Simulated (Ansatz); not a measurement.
Ansatz (a quantum-chemistry and plane-wave program) input (CAM-B3LYP/def2-TZVPD):

Ansatz 0.2 input:
```yaml
crystal:
  periodic: [false, false, false]
  atoms:
    - {symbol: O, position_ang: [-0.00000000, -0.00000000, -0.10780208]}
    - {symbol: H, position_ang: [0.00000000, 0.00000000, 0.86241660]}
basis:
  gaussian:
    orbitals: def2-TZVPD
hamiltonian:
  xc: {name: CAM-B3LYP}
total_charge: -1
output: {forces: true}
```

Output:

```
Functional definition: CAM-B3LYP
integrals: 0.00 GiB planned
235 factors; their error is unknown
integrals: 0.04 GiB planned
94 factors; integrals over basis functions are off by at most 2.8e-5 eV
mean field: 0.08 GiB planned
mean field evaluation 1: about -2059.8178 eV, gradient 4.2e1 eV
mean field evaluation 2: about -2055.6462 eV, gradient 7.0e1 eV
mean field evaluation 4: about -2062.9192 eV, gradient 3.0e-1 eV
mean field evaluation 8: about -2062.9239 eV, gradient 1.8e-1 eV
mean field evaluation 16: about -2062.9240 eV, gradient 3.4e-6 eV
mean field -2062.92397670 eV, -75.8110578438 hartree, gradient 3.4e-6 eV, S^2 0.000000; 0 other end points of the search recorded, 0 dependent functions left out
the calculation of the forces begins
reference -2062.92405618 eV, -75.8110607644 hartree; 5, 5 occupied and 44, 44 virtual orbitals, 235 factors
Total energy: -2062.92405618 eV, -75.8110607644 hartree
Atom 0 at    -0.000000    -0.000000    -0.107802 Å, force     0.000000     0.000000     0.309754 eV/Å
Atom 1 at     0.000000     0.000000     0.862417 Å, force    -0.000000    -0.000000    -0.309754 eV/Å
Dipole moment:    -0.000000     0.000000     0.292384 e Å
```
